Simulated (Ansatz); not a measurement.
`BNB` + `N[SiH3]` → `BN[SiH3]` + `BN` at 298.15 K and 1 bar (ligand exchange at a B–N bond).

Computed with Ansatz on PBE0-D4/def2-TZVP structures; ΔE is electronic, products minus reactants. CCSD(T)/CBS adds triple-zeta CCSD(T) − MP2 to the extrapolated MP2 energy (def2 sets, frozen cores). This one scheme is used for every species.

```
   species  CCSD(T)/CBS energy (Eh)  H − E (kJ/mol)  S (J/(mol·K))
     `BNB`               -107.34560           171.3          258.1
 `N[SiH3]`               -346.80422           145.7          264.3
`BN[SiH3]`               -372.22946           182.4          292.7
      `BN`                -81.93499           137.2          228.1
```

H − E and S are ideal-gas, rigid-rotor, harmonic terms from PBE0-D4/def2-TZVP. 1 Eh = 2625.50 kJ/mol, R = 8.31446 J/(mol·K).

By hand: ΔE, ΔH, ΔS and ΔG.

ΔE = (-372.22946) + (-81.93499) − (-107.34560) − (-346.80422) = -0.01463 Eh = -38.4 kJ/mol. Δ(H − E) = 182.4 + 137.2 − 171.3 − 145.7 = 2.6, so ΔH = -35.8 kJ/mol. ΔS = 292.7 + 228.1 − 258.1 − 264.3 = -1.6 J/(mol·K). ΔG = -35.8 − 298.15 × (-1.6)/1000 = -35.3 kJ/mol.

By hand: the equilibrium constant, and the temperature at which ΔG would vanish if ΔH and ΔS stayed fixed.

log₁₀ K = −ΔG/(RT ln 10) = 6.2. ΔG = 0 at ΔH/ΔS = 22375 K, far beyond where these terms or the molecules hold.

The number of gas molecules stays the same, so ΔS is small and ΔH decides. A doubt of 5 kJ/mol in ΔE shifts log₁₀ K by 0.9 here. These are equilibria of isolated gas molecules and say nothing of rates. Largest T1 diagnostic: 0.012 (customary marks: 0.02 for closed shells, 0.045 for open ones).
